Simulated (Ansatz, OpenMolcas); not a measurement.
**Appearance energy of a fragment ion: C2H3F3 → [CF3]+ + CH3 + e⁻**

Species: C2H3F3 `CC(F)(F)F`, singlet; [CF3]+ `F[C+](F)F`, singlet; CH3 (methyl radical) `[CH3]`, doublet. 

Shapes, held fixed at every level: PBE0-D4/def2-TZVP. Programs: Ansatz 0.2.0, OpenMolcas 26.06. Electronic energies: no zero-point or thermal term.

| level | kind | ΔE (eV) | less CCSD(T)/CBS estimate |
| --- | --- | --- | --- |
| HF/def2-TZVPP | Hartree–Fock | +12.13 | -1.58 |
| SPW92/def2-TZVPP | LDA | +14.05 | +0.34 |
| r2SCAN-D4/def2-TZVPP | meta-GGA | +13.34 | -0.37 |
| B3LYP/6-31G* (spherical functions) | global hybrid | +13.36 | -0.35 |
| PBE0-D4/def2-TZVPP | global hybrid | +13.51 | -0.20 |
| r2SCAN0-D4/def2-TZVPP | global hybrid | +13.46 | -0.25 |
| B2PLYP/def2-TZVPP | double hybrid | +13.41 | -0.30 |
| CCSD(T)/CBS estimate | coupled cluster or CI | +13.71 | 0.00 |

The highest level, CCSD(T)/CBS estimate, gives ΔE = +13.71 eV; the levels span +12.13 to +14.05. The column of differences is taken from that level and isn't an error. No measured value is set beside it here. Open shells run unrestricted unless RO is named. The CBS estimate extrapolates MP2 from def2-TZVPP and def2-QZVPP and adds CCSD(T) − MP2 in the triple-zeta set, cores frozen. The onset seen in experiment also holds zero-point changes and kinetic shifts.
